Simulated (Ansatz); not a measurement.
How far a parabola holds: energy against volume of fcc Cu

fcc Cu was calculated with PBEsol (Ansatz, a first-principles code, PAW). Settings: plane-wave cutoff 520 eV, 26×26×26 k mesh, Fermi–Dirac smearing 0.05 eV, no spin polarisation, scalar-relativistic PAW data made under PBE. The cell has no free parameter but its volume, all volumes share cutoff and mesh, and the runs aren't spin-polarised. Energies are free energies at the run's smearing, counted from the lowest row; static lattice.

```csv
V (Å³/atom),E (meV/atom)
10.858,10.29
11.084,2.46
11.311,0.00
11.537,2.28
11.763,8.78
11.989,?
```

Q: Using a parabola, estimate the missing E at V = 11.989 from the other rows, showing the fit.

A: With u = V - 11.31, the rows have u = -0.45200, -0.22600, 0.00100, 0.22700, 0.45300. Least squares gives E = -0.012 - 1.460·u + 46.619·u². Residuals (row less fit): 0.118, -0.239, 0.013, 0.221, -0.113; standard error 0.258 (degrees of freedom: 2). The fitted curve has its minimum at V = 11.3, where E = -0.02. Its curvature is d²E/dV² = 2 × 46.619 meV/Å⁶, so B = V0·d²E/dV² × 0.1602 = 169 GPa. At the withheld row, u = 0.67900, so E = -0.012 - 1.460 × 0.67900 + 46.619 × 0.67900² = 20.490 meV/atom. The calculation gives 19.01 meV/atom, 1.480 meV/atom below the prediction (7.8 % of the range of E in the table). The row lies outside the fitted rows, so this is an extrapolation. From the scatter of the fitted rows alone, a prediction at this place has a standard error of 0.610 meV/atom, so the miss is 2.4 times that.

The residuals are curvature that a parabola lacks, not noise. A solid that stiffens under compression and softens on expansion lies above the parabola at the compressed end and under it at the expanded end, as this row does. A third-order Birch-Murnaghan fit to the whole scan has B0 = 168 GPa. Only scans are tabulated whose curvature falls smoothly with volume, and where the parabola meets the shown rows within 5 % of their range and misses the end by 0.1 meV or more.

Measured, for comparison: bulk modulus 144 GPa (0 K value with the zero-point phonon effect removed, sources range from 140 to 145; as tabulated in Mejia-Rodriguez and Trickey (2018), arXiv:1807.09216). Computed less measured: bulk modulus +17 % (+16 % to +20 % over the range).
